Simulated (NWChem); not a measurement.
System: ethanethiol (C₂H₆S); SMILES CCS

Here is an NWChem input.

```
start job
memory heap 200 mb stack 900 mb global 1100 mb
geometry units angstroms noautoz
  C      0.368206    -1.629394    -0.058445
  C     -0.632012    -0.494513     0.043069
  S      0.100276     1.169517    -0.070791
  H     -0.145643    -2.604424    -0.041489
  H      1.078445    -1.611922     0.783099
  H      0.950917    -1.560308    -0.988868
  H     -1.346653    -0.526065    -0.794459
  H     -1.229321    -0.563555     0.965392
  H      0.833590     1.096238     1.061508
end
basis spherical
  * library def2-svp
end
dft
  xc b3lyp
  iterations 150
  mulliken
end
task dft energy
```

Coordinates come from a PBE0/def2-SVP optimisation. B3LYP is NWChem's, with the RPA form of VWN correlation.

What results follow from this input? (B3LYP/def2-SVP.) Quantities: basis functions; energy (Ha); highest occupied level (eV); orbital gap (eV); dipole (D).


```json
{
  "number_of_basis_functions": "76",
  "energy (Ha)": "-477.85",
  "highest occupied level (eV)": "-6.31",
  "orbital gap (eV)": "7.10",
  "dipole (D)": "1.51"
}
```
